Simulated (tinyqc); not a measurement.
Worked calculation (part 1 of 2): RHF in the sto-6g basis, for H2O, spin multiplicity 1. Computed by tinyqc, a small Python program that keeps every step (integrals from PySCF). Settings: charge = 0, multiplicity = 1, basis = sto-6g, energy threshold = 1e-10, iteration cap = 62, orthogonalisation = symmetric, start = core, DIIS depth = 6, damping = 0.2, method = RHF. Command: `OMP_NUM_THREADS=1 python tinyqc.py 29323 29324 out.jsonl` (the two numbers bound the seeds that draw the settings). One thread of a shared host (Intel(R) Xeon(R) Processor @ 2.60GHz), about 0.1 s of CPU time with the checks. Later iterations appear only in the table of the cycle.

## One-electron integrals

Geometry (angstrom):
```
atom         x          y         z
O     0.000000   0.000000  0.000000
H     0.000000   0.878000  0.571000
H     0.000000  -0.878000  0.571000
```

Basis sto-6g: exponents (1/bohr^2) and contraction coefficients of normalised primitives:
```
element  l (shell)     exponent  coefficient
O            s (1)  1355.584234     0.009164
O            s (1)   248.544885     0.049361
O            s (1)    69.533902     0.168538
O            s (1)    23.886772     0.370563
O            s (1)     9.275933     0.416492
O            s (1)     3.820341     0.130334
O            s (2)    52.187762    -0.013253
O            s (2)    10.329320    -0.046992
O            s (2)     3.210345    -0.033785
O            s (2)     1.235135     0.250242
O            s (2)     0.536420     0.595117
O            s (2)     0.245881     0.240706
O            p (3)    52.187762     0.003760
O            p (3)    10.329320     0.037679
O            p (3)     3.210345     0.173897
O            p (3)     1.235135     0.418036
O            p (3)     0.536420     0.425860
O            p (3)     0.245881     0.101708
H            s (1)    35.523221     0.009164
H            s (1)     6.513144     0.049361
H            s (1)     1.822143     0.168538
H            s (1)     0.625955     0.370563
H            s (1)     0.243077     0.416492
H            s (1)     0.100112     0.130334
```

Overlap, kinetic and nuclear-attraction integrals over the contracted functions; the nuclear repulsion is the sum of Za Zb / Rab.

nuclear repulsion = 8.38547184 hartree

overlap S:
```
           1O 1s     1O 2s    1O 2px     1O 2py    1O 2pz     2H 1s      3H 1s
1O 1s   1.000000  0.231145  0.000000   0.000000  0.000000  0.045060   0.045060
1O 2s   0.231145  1.000000  0.000000   0.000000  0.000000  0.419742   0.419742
1O 2px  0.000000  0.000000  1.000000   0.000000  0.000000  0.000000   0.000000
1O 2py  0.000000  0.000000  0.000000   1.000000  0.000000  0.301804  -0.301804
1O 2pz  0.000000  0.000000  0.000000   0.000000  1.000000  0.196276   0.196276
2H 1s   0.045060  0.419742  0.000000   0.301804  0.196276  1.000000   0.175687
3H 1s   0.045060  0.419742  0.000000  -0.301804  0.196276  0.175687   1.000000
```

kinetic energy T (hartree):
```
            1O 1s      1O 2s    1O 2px     1O 2py    1O 2pz      2H 1s      3H 1s
1O 1s   29.327197  -0.896024  0.000000   0.000000  0.000000  -0.004982  -0.004982
1O 2s   -0.896024   0.842618  0.000000   0.000000  0.000000   0.088644   0.088644
1O 2px   0.000000   0.000000  2.531309   0.000000  0.000000   0.000000   0.000000
1O 2py   0.000000   0.000000  0.000000   2.531309  0.000000   0.182810  -0.182810
1O 2pz   0.000000   0.000000  0.000000   0.000000  2.531309   0.118889   0.118889
2H 1s   -0.004982   0.088644  0.000000   0.182810  0.118889   0.768522  -0.006600
3H 1s   -0.004982   0.088644  0.000000  -0.182810  0.118889  -0.006600   0.768522
```

nuclear attraction V (hartree):
```
             1O 1s       1O 2s     1O 2px      1O 2py     1O 2pz      2H 1s      3H 1s
1O 1s   -62.268830   -6.384857   0.000000    0.000000  -0.014958  -1.423993  -1.423993
1O 2s    -6.384857  -10.003060   0.000000    0.000000  -0.170994  -3.276612  -3.276612
1O 2px    0.000000    0.000000  -9.934703    0.000000   0.000000   0.000000   0.000000
1O 2py    0.000000    0.000000   0.000000  -10.077958   0.000000  -2.095929   2.095929
1O 2pz   -0.014958   -0.170994   0.000000    0.000000  -9.995292  -1.408640  -1.408640
2H 1s    -1.423993   -3.276612   0.000000   -2.095929  -1.408640  -5.479486  -1.081991
3H 1s    -1.423993   -3.276612   0.000000    2.095929  -1.408640  -1.081991  -5.479486
```

core Hamiltonian H = T + V (hartree):
```
             1O 1s      1O 2s     1O 2px     1O 2py     1O 2pz      2H 1s      3H 1s
1O 1s   -32.941633  -7.280881   0.000000   0.000000  -0.014958  -1.428975  -1.428975
1O 2s    -7.280881  -9.160441   0.000000   0.000000  -0.170994  -3.187967  -3.187967
1O 2px    0.000000   0.000000  -7.403394   0.000000   0.000000   0.000000   0.000000
1O 2py    0.000000   0.000000   0.000000  -7.546650   0.000000  -1.913119   1.913119
1O 2pz   -0.014958  -0.170994   0.000000   0.000000  -7.463983  -1.289751  -1.289751
2H 1s    -1.428975  -3.187967   0.000000  -1.913119  -1.289751  -4.710964  -1.088591
3H 1s    -1.428975  -3.187967   0.000000   1.913119  -1.289751  -1.088591  -4.710964
```

## Two-electron integrals

Functions are numbered as in S; the eight-fold symmetry (ij|kl) = (ji|kl) = (kl|ij) leaves the list below.

Two-electron integrals (ij|kl) in chemists' order, unique and non-zero (hartree):
```
(11|11) 4.787491    (21|11) 0.675884    (21|21) 0.121505    (22|11) 1.117379
(22|21) 0.249212    (22|22) 0.817383    (31|31) 0.025762    (32|31) 0.039145
(32|32) 0.180664    (33|11) 1.117381    (33|21) 0.249212    (33|22) 0.817382
(33|33) 0.880663    (41|41) 0.025762    (42|41) 0.039145    (42|42) 0.180664
(43|43) 0.047461    (44|11) 1.117381    (44|21) 0.249212    (44|22) 0.817382
(44|33) 0.785741    (44|44) 0.880663    (51|51) 0.025762    (52|51) 0.039145
(52|52) 0.180664    (53|53) 0.047461    (54|54) 0.047461    (55|11) 1.117381
(55|21) 0.249212    (55|22) 0.817382    (55|33) 0.785741    (55|44) 0.785741
(55|55) 0.880663    (61|11) 0.140440    (61|21) 0.024202    (61|22) 0.048561
(61|33) 0.048457    (61|41) 0.000993    (61|42) 0.001941    (61|44) 0.048677
(61|51) 0.000646    (61|52) 0.001263    (61|54) 0.000143    (61|55) 0.048550
(61|61) 0.004913    (62|11) 0.344907    (62|21) 0.078019    (62|22) 0.283767
(62|33) 0.279029    (62|41) 0.005241    (62|42) 0.038864    (62|44) 0.289019
(62|51) 0.003409    (62|52) 0.025275    (62|54) 0.006497    (62|55) 0.283254
(62|61) 0.015627    (62|62) 0.123135    (63|31) 0.008621    (63|32) 0.048687
(63|43) 0.007996    (63|53) 0.005200    (63|63) 0.017306    (64|11) 0.210178
(64|21) 0.048213    (64|22) 0.187031    (64|33) 0.178636    (64|41) 0.011449
(64|42) 0.072805    (64|44) 0.201088    (64|51) 0.001839    (64|52) 0.015685
(64|54) 0.009402    (64|55) 0.181368    (64|61) 0.010093    (64|62) 0.098673
(64|64) 0.095501    (65|11) 0.136688    (65|21) 0.031355    (65|22) 0.121634
(65|33) 0.116174    (65|41) 0.001839    (65|42) 0.015685    (65|44) 0.120375
(65|51) 0.009817    (65|52) 0.058888    (65|54) 0.010729    (65|55) 0.128352
(65|61) 0.006564    (65|62) 0.064171    (65|64) 0.050853    (65|65) 0.050378
(66|11) 0.491881    (66|21) 0.113337    (66|22) 0.471823    (66|33) 0.453093
(66|41) 0.009775    (66|42) 0.099407    (66|44) 0.492581    (66|51) 0.006357
(66|52) 0.064649    (66|54) 0.025680    (66|55) 0.469794    (66|61) 0.022930
(66|62) 0.260792    (66|64) 0.238514    (66|65) 0.155115    (66|66) 0.774999
(71|11) 0.140440    (71|21) 0.024202    (71|22) 0.048561    (71|33) 0.048457
(71|41) -0.000993   (71|42) -0.001941   (71|44) 0.048677    (71|51) 0.000646
(71|52) 0.001263    (71|54) -0.000143   (71|55) 0.048550    (71|61) 0.004831
(71|62) 0.015040    (71|64) 0.008864    (71|65) 0.006319    (71|66) 0.021766
(71|71) 0.004913    (72|11) 0.344907    (72|21) 0.078019    (72|22) 0.283767
(72|33) 0.279029    (72|41) -0.005241   (72|42) -0.038864   (72|44) 0.289019
(72|51) 0.003409    (72|52) 0.025275    (72|54) -0.006497   (72|55) 0.283254
(72|61) 0.015040    (72|62) 0.097057    (72|64) 0.054069    (72|65) 0.049064
(72|66) 0.165217    (72|71) 0.015627    (72|72) 0.123135    (73|31) 0.008621
(73|32) 0.048687    (73|43) -0.007996   (73|53) 0.005200    (73|63) 0.013116
(73|73) 0.017306    (74|11) -0.210178   (74|21) -0.048213   (74|22) -0.187031
(74|33) -0.178636   (74|41) 0.011449    (74|42) 0.072805    (74|44) -0.201088
(74|51) -0.001839   (74|52) -0.015685   (74|54) 0.009402    (74|55) -0.181368
(74|61) -0.008864   (74|62) -0.054069   (74|64) -0.017649   (74|65) -0.026762
(74|66) -0.083264   (74|71) -0.010093   (74|72) -0.098673   (74|74) 0.095501
(75|11) 0.136688    (75|21) 0.031355    (75|22) 0.121634    (75|33) 0.116174
(75|41) -0.001839   (75|42) -0.015685   (75|44) 0.120375    (75|51) 0.009817
(75|52) 0.058888    (75|54) -0.010729   (75|55) 0.128352    (75|61) 0.006319
(75|62) 0.049064    (75|64) 0.026762    (75|65) 0.037506    (75|66) 0.090993
(75|71) 0.006564    (75|72) 0.064171    (75|74) -0.050853   (75|75) 0.050378
(76|11) 0.108875    (76|21) 0.024845    (76|22) 0.097099    (76|33) 0.095099
(76|44) 0.097230    (76|51) 0.001758    (76|52) 0.015156    (76|55) 0.098969
(76|61) 0.004908    (76|62) 0.040775    (76|64) 0.028362    (76|65) 0.023916
(76|66) 0.087392    (76|71) 0.004908    (76|72) 0.040775    (76|74) -0.028362
(76|75) 0.023916    (76|76) 0.016519    (77|11) 0.491881    (77|21) 0.113337
(77|22) 0.471823    (77|33) 0.453093    (77|41) -0.009775   (77|42) -0.099407
(77|44) 0.492581    (77|51) 0.006357    (77|52) 0.064649    (77|54) -0.025680
(77|55) 0.469794    (77|61) 0.021766    (77|62) 0.165217    (77|64) 0.083264
(77|65) 0.090993    (77|66) 0.298865    (77|71) 0.022930    (77|72) 0.260792
(77|74) -0.238514   (77|75) 0.155115    (77|76) 0.087392    (77|77) 0.774999
```

## Orthogonalisation

S = U s U^T; symmetric (Loewdin) form X = U s^(-1/2) U^T, so that X^T S X = 1.

eigenvalues of S: 0.402625  0.476395  0.895912  1.000000  1.083408  1.347918  1.793741

X:
```
            1O 1s      1O 2s    1O 2px     1O 2py     1O 2pz      2H 1s      3H 1s
1O 1s    1.022553  -0.134990  0.000000   0.000000  -0.007023   0.018636   0.018636
1O 2s   -0.134990   1.188053  0.000000   0.000000   0.076636  -0.250883  -0.250883
1O 2px   0.000000   0.000000  1.000000   0.000000   0.000000   0.000000   0.000000
1O 2py   0.000000   0.000000  0.000000   1.095861   0.000000  -0.203448   0.203448
1O 2pz  -0.007023   0.076636  0.000000   0.000000   1.035129  -0.115382  -0.115382
2H 1s    0.018636  -0.250883  0.000000  -0.203448  -0.115382   1.154209  -0.060083
3H 1s    0.018636  -0.250883  0.000000   0.203448  -0.115382  -0.060083   1.154209
```

## Starting guess

The start is the orbitals of the core Hamiltonian; D = 2 C_occ C_occ^T.

D at the start:
```
            1O 1s      1O 2s    1O 2px     1O 2py     1O 2pz      2H 1s      3H 1s
1O 1s    2.125340  -0.571606  0.000000   0.000000  -0.040139   0.077950   0.077950
1O 2s   -0.571606   2.593505  0.000000   0.000000   0.245976  -0.340653  -0.340653
1O 2px   0.000000   0.000000  2.000000   0.000000   0.000000   0.000000   0.000000
1O 2py   0.000000   0.000000  0.000000   2.333461   0.000000  -0.346480   0.346480
1O 2pz  -0.040139   0.245976  0.000000   0.000000   2.122814  -0.198100  -0.198100
2H 1s    0.077950  -0.340653  0.000000  -0.346480  -0.198100   0.109291   0.006398
3H 1s    0.077950  -0.340653  0.000000   0.346480  -0.198100   0.006398   0.109291
```

## Iteration 1: building the Fock matrix

J_ij = sum D_kl (ij|kl), K_ij = sum D_kl (ik|jl); F = H + J - 0.5 K; E = tr D H + tr D J / 2 - 0.25 tr D K + E_nn.

Coulomb J (hartree):
```
            1O 1s      1O 2s    1O 2px     1O 2py     1O 2pz     2H 1s      3H 1s
1O 1s   18.797536   3.387557  0.000000   0.000000   0.003830  0.678225   0.678225
1O 2s    3.387557   8.864296  0.000000   0.000000  -0.002386  2.976867   2.976867
1O 2px   0.000000   0.000000  8.868122   0.000000   0.000000  0.000000   0.000000
1O 2py   0.000000   0.000000  0.000000   8.860444   0.000000  1.920990  -1.920990
1O 2pz   0.003830  -0.002386  0.000000   0.000000   8.864316  1.247468   1.247468
2H 1s    0.678225   2.976867  0.000000   1.920990   1.247468  4.738426   0.996336
3H 1s    0.678225   2.976867  0.000000  -1.920990   1.247468  0.996336   4.738426
```

exchange K (hartree):
```
           1O 1s     1O 2s    1O 2px     1O 2py    1O 2pz     2H 1s      3H 1s
1O 1s   9.893874  1.595476  0.000000   0.000000  0.001249  0.342989   0.342989
1O 2s   1.595476  2.851568  0.000000   0.000000  0.002978  0.832615   0.832615
1O 2px  0.000000  0.000000  2.376475   0.000000  0.000000  0.000000   0.000000
1O 2py  0.000000  0.000000  0.000000   2.368094  0.000000  0.400546  -0.400546
1O 2pz  0.001249  0.002978  0.000000   0.000000  2.371447  0.259727   0.259727
2H 1s   0.342989  0.832615  0.000000   0.400546  0.259727  0.377318   0.210540
3H 1s   0.342989  0.832615  0.000000  -0.400546  0.259727  0.210540   0.377318
```

Fock matrix F (hartree):
```
             1O 1s      1O 2s    1O 2px     1O 2py     1O 2pz      2H 1s      3H 1s
1O 1s   -19.091033  -4.691062  0.000000   0.000000  -0.011752  -0.922244  -0.922244
1O 2s    -4.691062  -1.721930  0.000000   0.000000  -0.174868  -0.627408  -0.627408
1O 2px    0.000000   0.000000  0.276491   0.000000   0.000000   0.000000   0.000000
1O 2py    0.000000   0.000000  0.000000   0.129747   0.000000  -0.192402   0.192402
1O 2pz   -0.011752  -0.174868  0.000000   0.000000   0.214609  -0.172147  -0.172147
2H 1s    -0.922244  -0.627408  0.000000  -0.192402  -0.172147  -0.161196  -0.197525
3H 1s    -0.922244  -0.627408  0.000000   0.192402  -0.172147  -0.197525  -0.161196
```

total energy of this density = -74.00512128 hartree

This density is the starting one.

## Iteration 1: diagonalisation and new density

Diagonalise F' = X^T F X, C = X C', fill 5 alpha and 5 beta electrons from the bottom; D = 2 C_occ C_occ^T; the new density keeps 0.2 of the old one (damping). Each column has its largest component positive (the first on a tie).

F' = X^T F X (hartree):
```
            1          2         3          4          5          6          7
1  -18.762498  -2.461016  0.000000   0.000000  -0.015462  -0.147513  -0.147513
2   -2.461016  -0.712842  0.000000   0.000000  -0.048765  -0.351862  -0.351862
3    0.000000   0.000000  0.276491   0.000000   0.000000   0.000000   0.000000
4    0.000000   0.000000  0.000000   0.330407   0.000000  -0.309859   0.309859
5   -0.015462  -0.048765  0.000000   0.000000   0.288266  -0.190412  -0.190412
6   -0.147513  -0.351862  0.000000  -0.309859  -0.190412   0.184439  -0.069998
7   -0.147513  -0.351862  0.000000   0.309859  -0.190412  -0.069998   0.184439
```

orbital energies (hartree): MO1 -19.095945, MO2 -0.694668, MO3 -0.147428, MO4 0.151622, MO5 0.276491, MO6 0.566357, MO7 0.732272

coefficients C:
```
              MO1        MO2        MO3        MO4       MO5        MO6        MO7
1O 1s    0.995760  -0.217742   0.000000   0.125670  0.000000  -0.099193   0.000000
1O 2s    0.019358   0.811211   0.000000  -0.666272  0.000000   0.677565   0.000000
1O 2px   0.000000   0.000000   0.000000   0.000000  1.000000   0.000000   0.000000
1O 2py   0.000000   0.000000   0.528625   0.000000  0.000000   0.000000   1.002123
1O 2pz   0.002285   0.167711   0.000000   0.667573  0.000000   0.793886   0.000000
2H 1s   -0.004059   0.184359   0.495312   0.388995  0.000000  -0.699883  -0.730281
3H 1s   -0.004059   0.184359  -0.495312   0.388995  0.000000  -0.699883   0.730281
```

D after iteration 1:
```
            1O 1s      1O 2s    1O 2px     1O 2py     1O 2pz      2H 1s      3H 1s
1O 1s    2.112655  -0.500063  0.000000   0.000000   0.071413   0.023110   0.023110
1O 2s   -0.500063   2.282470  0.000000   0.000000  -0.444711  -0.243652  -0.243652
1O 2px   0.000000   0.000000  2.000000   0.000000   0.000000   0.000000   0.000000
1O 2py   0.000000   0.000000  0.000000   0.913803   0.000000   0.349639  -0.349639
1O 2pz   0.071413  -0.444711  0.000000   0.000000   1.182620   0.425328   0.425328
2H 1s    0.023110  -0.243652  0.000000   0.349639   0.425328   0.710909  -0.094740
3H 1s    0.023110  -0.243652  0.000000  -0.349639   0.425328  -0.094740   0.710909
```

## Iteration 2: building the Fock matrix

As before.

Coulomb J (hartree):
```
            1O 1s     1O 2s    1O 2px     1O 2py     1O 2pz     2H 1s      3H 1s
1O 1s   17.448062  3.099499  0.000000   0.000000  -0.006419  0.621685   0.621685
1O 2s    3.099499  8.174272  0.000000   0.000000   0.031556  2.825861   2.825861
1O 2px   0.000000  0.000000  8.191830   0.000000   0.000000  0.000000   0.000000
1O 2py   0.000000  0.000000  0.000000   8.173299   0.000000  1.859506  -1.859506
1O 2pz  -0.006419  0.031556  0.000000   0.000000   8.157685  1.223083   1.223083
2H 1s    0.621685  2.825861  0.000000   1.859506   1.223083  4.833746   0.971849
3H 1s    0.621685  2.825861  0.000000  -1.859506   1.223083  0.971849   4.833746
```

exchange K (hartree):
```
           1O 1s      1O 2s    1O 2px     1O 2py     1O 2pz     2H 1s      3H 1s
1O 1s   9.819167   1.521307  0.000000   0.000000   0.003025  0.326873   0.326873
1O 2s   1.521307   2.597872  0.000000   0.000000  -0.104734  0.945024   0.945024
1O 2px  0.000000   0.000000  2.283959   0.000000   0.000000  0.000000   0.000000
1O 2py  0.000000   0.000000  0.000000   1.749899   0.000000  0.608653  -0.608653
1O 2pz  0.003025  -0.104734  0.000000   0.000000   1.848827  0.446047   0.446047
2H 1s   0.326873   0.945024  0.000000   0.608653   0.446047  1.100843   0.283000
3H 1s   0.326873   0.945024  0.000000  -0.608653   0.446047  0.283000   1.100843
```

Fock matrix F (hartree):
```
             1O 1s      1O 2s     1O 2px     1O 2py     1O 2pz      2H 1s      3H 1s
1O 1s   -20.403154  -4.942035   0.000000   0.000000  -0.022889  -0.970727  -0.970727
1O 2s    -4.942035  -2.285106   0.000000   0.000000  -0.087070  -0.834619  -0.834619
1O 2px    0.000000   0.000000  -0.353544   0.000000   0.000000   0.000000   0.000000
1O 2py    0.000000   0.000000   0.000000  -0.248300   0.000000  -0.357939   0.357939
1O 2pz   -0.022889  -0.087070   0.000000   0.000000  -0.230712  -0.289691  -0.289691
2H 1s    -0.970727  -0.834619   0.000000  -0.357939  -0.289691  -0.427639  -0.258242
3H 1s    -0.970727  -0.834619   0.000000   0.357939  -0.289691  -0.258242  -0.427639
```

total energy of this density = -75.27811998 hartree

This density is a damped mixture and is not idempotent.

## Iteration 2: DIIS over 2 matrices

error matrix X^T (FDS - SDF) X:
```
          1          2         3          4          5          6          7
1  0.000000  -0.001657  0.000000   0.000000  -0.011212  -0.025215  -0.025215
2  0.001657   0.000000  0.000000   0.000000  -0.042339   0.117173   0.117173
3  0.000000   0.000000  0.000000   0.000000   0.000000   0.000000   0.000000
4  0.000000   0.000000  0.000000   0.000000   0.000000   0.062084  -0.062084
5  0.011212   0.042339  0.000000   0.000000   0.000000   0.017774   0.017774
6  0.025215  -0.117173  0.000000  -0.062084  -0.017774   0.000000   0.000000
7  0.025215  -0.117173  0.000000   0.062084  -0.017774   0.000000   0.000000
```

B (overlaps of the stored error matrices):
```
               1              2
1  3.3139342e+00  4.3723333e-01
2  4.3723333e-01  7.7985278e-02
```

Minimise |sum c_i e_i|^2 with sum c_i = 1: solve [B -1; -1 0][c; lambda] = [0; -1] with B_ij = tr e_i^T e_j, and take F = sum c_i F_i.

DIIS coefficients: -0.142703  1.142703

extrapolated F (hartree):
```
             1O 1s      1O 2s     1O 2px     1O 2py     1O 2pz      2H 1s      3H 1s
1O 1s   -20.590398  -4.977850   0.000000   0.000000  -0.024479  -0.977645  -0.977645
1O 2s    -4.977850  -2.365472   0.000000   0.000000  -0.074541  -0.864188  -0.864188
1O 2px    0.000000   0.000000  -0.443452   0.000000   0.000000   0.000000   0.000000
1O 2py    0.000000   0.000000   0.000000  -0.302249   0.000000  -0.381562   0.381562
1O 2pz   -0.024479  -0.074541   0.000000   0.000000  -0.294260  -0.306465  -0.306465
2H 1s    -0.977645  -0.864188   0.000000  -0.381562  -0.306465  -0.465661  -0.266906
3H 1s    -0.977645  -0.864188   0.000000   0.381562  -0.306465  -0.266906  -0.465661
```
